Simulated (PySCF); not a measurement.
**Multinuclear NMR of allyl vinyl ether**

Geometry:
| atom | x (Å) | y (Å) | z (Å) |
| --- | --- | --- | --- |
| C1 | -2.655 | -0.685 | 0.215 |
| C2 | -1.734 | 0.254 | 0.128 |
| C3 | -0.301 | -0.002 | -0.218 |
| O4 | 0.515 | 0.775 | 0.640 |
| C5 | 1.853 | 0.689 | 0.474 |
| C6 | 2.537 | -0.032 | -0.399 |
| H7 | -3.679 | -0.455 | 0.449 |
| H8 | -2.425 | -1.725 | 0.046 |
| H9 | -1.971 | 1.293 | 0.309 |
| H10 | -0.060 | -1.068 | -0.111 |
| H11 | -0.115 | 0.293 | -1.264 |
| H12 | 2.345 | 1.331 | 1.194 |
| H13 | 3.610 | 0.010 | -0.404 |
| H14 | 2.080 | -0.679 | -1.126 |

Theoretical values (PySCF 2.14): GFN2-xTB structure, σ from GIAO-PBE0/pcSseg-1. In vacuum, one computed conformer, no relativistic terms, one averaged value for each set of equivalent atoms.

**Question.** Where does 17O resonate?

**Answer.** 
| atoms | environment | σ (ppm) | δ (ppm) |
| --- | --- | --- | --- |
| O4 | ether oxygen | 195.7 | 88.4 |

Shieldings were converted by a linear fit to measured shifts: 17O: δ = 266.70 − 0.911σ (rms 10.7 ppm, 155 shifts, 12.2 ppm with the 3 outliers that the fit left out vs liquid water, solution or neat liquid). Occasional misses reach two or three times the rms, and more in compound classes unlike the fitted ones.

On a 400 MHz spectrometer 17O resonates near 54.2 MHz, so 1 ppm is 54.2 Hz.
